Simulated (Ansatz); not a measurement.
# C2H3FN2: the cost of one run

All numbers below are computed with Ansatz 0.2.0 (UKS B3LYP/STO-3G).

### Step 1. The structure to begin with

Bond lengths: C1–N2 1.249 Å, N2–C3 1.337 Å, C3–N4 1.275 Å, C3–F5 1.359 Å, C1–H6 1.172 Å, C1–H7 1.112 Å, N4–H8 1.053 Å. Angles: C1–N2–C3 114.0°, N2–C1–H6 118.6°, N2–C1–H7 129.2°, H6–C1–H7 112.1°, N2–C3–N4 122.9°, N2–C3–F5 121.8°, N4–C3–F5 115.2°, C3–N4–H8 99.9°.

Structure file:

```xyz
8

C    -0.4122    1.2514    0.0466
N    -0.5665    0.0408    0.3139
C     0.4089   -0.7467   -0.1517
N     0.4726   -1.9942    0.1045
F     1.4638   -0.2451   -0.8459
H    -1.2451    2.0079    0.3733
H     0.4000    1.7456   -0.5309
H    -0.4292   -2.1168    0.6343
```

### Step 2. Preparing the start

input.yaml

```yaml
crystal:
  periodic: [false, false, false]
  atoms:
    - { symbol: C, position_ang: [-0.4122, 1.2514, 0.0466] }
    - { symbol: "N", position_ang: [-0.5665, 0.0408, 0.3139] }
    - { symbol: C, position_ang: [0.4089, -0.7467, -0.1517] }
    - { symbol: "N", position_ang: [0.4726, -1.9942, 0.1045] }
    - { symbol: F, position_ang: [1.4638, -0.2451, -0.8459] }
    - { symbol: H, position_ang: [-1.2451, 2.0079, 0.3733] }
    - { symbol: H, position_ang: [0.4, 1.7456, -0.5309] }
    - { symbol: H, position_ang: [-0.4292, -2.1168, 0.6343] }
magnetization:
  spin_polarized: true
basis:
  gaussian: { orbitals: STO-3G }
hamiltonian:
  xc: b3lyp
relax:
  f_tol: 0.02
  max_steps: 40
```

The run is started by

```bash
$ ansatz run input.yaml --threads 1 --pin off --max-ram 2048MiB --backend cpu --events-out ev --progress --plain --runs-dir out
```

**Question.** How long does this run take on 1 thread of Arm Neoverse V1, shared host, and how much memory does it need?

About 23 s, with a peak of 0.13 GiB.
